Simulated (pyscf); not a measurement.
Thermochemistry of product channels of H₃Si–AsH–SiH₃ + H₂O on the singlet surface, in kcal/mol, from ωB97M-D3(BJ)/def2-TZVP energies (ideal gas, 1 atm, RRHO with modes under 100 cm⁻¹ raised to 100, one conformer, R ln 2 for chiral ones without a mode under 150 cm⁻¹). PySCF, gas phase, ωB97X-D3(BJ)/def2-SVP geometries.

```json
[
 {"products": "HO–SiH₃ + H₃Si–AsH₂", "ΔE": "-12.9", "ΔH(298 K)": "-14.3", "ΔG(600 K)": "-15.7", "ΔG(900 K)": "[?]"},
 {"products": "HO–SiH₂–AsH–SiH₃ + H₂", "ΔE": "[?]", "ΔH(298 K)": "-18.5", "ΔG(600 K)": "-14.0", "ΔG(900 K)": "-12.5"}
]
```

Question: Some entries are withheld; supply them.

Answer: 
- HO–SiH₃ + H₃Si–AsH₂, ΔG(900 K): -16.1
- HO–SiH₂–AsH–SiH₃ + H₂, ΔE: -15.8

These are energies of the channels, which say nothing of barriers. HO–SiH₂–AsH–SiH₃ lies 16.7 kcal/mol over its isomer H₃Si–O–SiH₂–AsH₂ (electronic energy, ωB97M-D3(BJ)/def2-TZVP). Elements up to Kr have no core potential and no relativistic terms here.
